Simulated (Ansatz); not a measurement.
The input, for Ansatz 0.2.0:

```yaml
crystal:
  periodic: [false, false, false]
  atoms:
    - {symbol: C, position_ang: [-1.341418, 0.000000, 0.000000]}
    - {symbol: H, position_ang: [-1.704624, 1.027300, 0.000000]}
    - {symbol: H, position_ang: [-1.704624, -0.513651, 0.889668]}
    - {symbol: H, position_ang: [-1.704624, -0.513650, -0.889669]}
    - {symbol: H, position_ang: [0.029582, 0.000000, 0.000000]}
    - {symbol: B, position_ang: [1.575582, 0.000000, 0.000000]}
    - {symbol: H, position_ang: [2.084655, 0.000000, 1.077009]}
    - {symbol: H, position_ang: [2.084655, 0.000000, -1.077008]}
basis:
  gaussian: {orbitals: cc-pVDZ}
magnetization: {spin_polarized: true, initial_magnetization: 1}
correlation: {method: ccsdt_q, electrons: outside_noble_gas}
```

```sh
$ ansatz run in.yaml --threads 2 --pin off --events-out ev --progress --plain --max-ram 16896MiB --backend cuda --devices 0, --max-vram 18GiB
```

Log:

```
1087 factors; integrals over basis functions are off by at most 2.5e-7 eV
mean field evaluation 1: about -1791.4326 eV, gradient 1.6e1 eV
mean field evaluation 2: about -1791.4698 eV, gradient 1.6e1 eV
mean field evaluation 4: about -1793.3129 eV, gradient 2.2e0 eV
mean field evaluation 8: about -1793.3910 eV, gradient 1.7e-3 eV
mean field evaluation 16: about -1793.2651 eV, gradient 2.2e0 eV
mean field evaluation 32: about -1793.3910 eV, gradient 7.4e-3 eV
mean field evaluation 64: about -1792.4527 eV, gradient 2.1e0 eV
mean field evaluation 96: about -1792.5417 eV, gradient 7.0e-4 eV
mean field -1793.39097450 eV, -65.9059027090 hartree, gradient 2.3e-6 eV, S^2 0.785853; 5 other end points of the search recorded, 0 dependent functions left out
determinant -1793.39097450 eV, -65.9059027090 hartree, with singles and doubles -1801.09951955 eV, -66.1891865145 hartree
determinant -1792.54165833 eV, -65.8746909151 hartree, with singles and doubles -1800.39773404 eV, -66.1633963726 hartree
2 core orbitals not correlated: weight in the atoms' cores, before any rotation towards them, 1.000 or more for the frozen orbitals, at most 0.000 for the correlated occupied ones
reference -1793.39097450 eV, -65.9059027090 hartree; 7, 6 occupied and 49, 50 virtual orbitals, 1087 factors
second order -6.46693366 eV of doubles, -0.00000000 eV of singles
cycle   1  -7.35262494 eV  change   -8.9e-1 eV  update   7.3e-2
cycle   2  -7.83876909 eV  change   -4.9e-1 eV  update   3.0e-2
cycle   3  -7.90800247 eV  change   -6.9e-2 eV  update   1.2e-2
cycle   4  -7.90620447 eV  change    1.8e-3 eV  update   5.2e-3
cycle   5  -7.90796535 eV  change   -1.8e-3 eV  update   1.8e-3
cycle   6  -7.90812647 eV  change   -1.6e-4 eV  update   8.1e-4
cycle   7  -7.90805689 eV  change    7.0e-5 eV  update   3.6e-4
cycle   8  -7.90823475 eV  change   -1.8e-4 eV  update   1.8e-4
cycle   9  -7.90833295 eV  change   -9.8e-5 eV  update   7.9e-5
cycle  10  -7.90827365 eV  change    5.9e-5 eV  update   3.4e-5
cycle  11  -7.90825525 eV  change    1.8e-5 eV  update   1.6e-5
cycle  12  -7.90826266 eV  change   -7.4e-6 eV  update   6.7e-6
cycle  13  -7.90826770 eV  change   -5.0e-6 eV  update   4.1e-6
cycle  14  -7.90827172 eV  change   -4.0e-6 eV  update   3.2e-6
cycle  15  -7.90827376 eV  change   -2.0e-6 eV  update   2.7e-6
cycle  16  -7.90827371 eV  change    5.5e-8 eV  update   2.4e-6
cycle  17  -7.90827278 eV  change    9.3e-7 eV  update   1.8e-6
cycle  18  -7.90827270 eV  change    8.0e-8 eV  update   1.1e-6
perturbative correction -0.00766301 eV, -0.0002816105 hartree
Total energy: -1801.30691022 eV, -66.1968079808 hartree
```

Ran on 2 threads of AMD EPYC 7R13 with a shared H100 80 GB, shared host: 7.5 s wall, 0.89 GiB peak host memory.
